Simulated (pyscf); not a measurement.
PySCF, gas phase, ωB97X-D3(BJ)/def2-SVP geometries.

Task: Estimate the classical barrier height and the reaction energy of `[NH2][SiH]([F])[F]` + `[H]` [doublet] -> `[F][SiH][F]` [doublet] + `[NH3]` at ωB97X-D3(BJ)/def2-TZVP. The step runs on the doublet surface, breaks N–Si and forms H–N; take the separated reactants as zero.

Result: ΔE‡ = 23.9 kcal/mol, ΔE = +7.9 kcal/mol. ωB97M-D3(BJ)/def2-TZVP gives 21.5 kcal/mol and +7.2 kcal/mol. Zero-point energy shifts the barrier by +2.4 kcal/mol. It is a substitution at N, with an imaginary mode of 1880i cm⁻¹. On the product side the descent ends in an adduct with a N–Si contact, 10.7 kcal/mol under the separated species and 26.7 kcal/mol under the saddle at ωB97X-D3(BJ)/def2-TZVP. What is counted as broken (N–Si) persists as a longer contact in the product adduct; parting that adduct is a step of its own. Abstraction by the radical was not located in this set and often lies lower. This is the saddle that the search found; another between the same sides may lie lower. The angle at the attacked N is 130°.
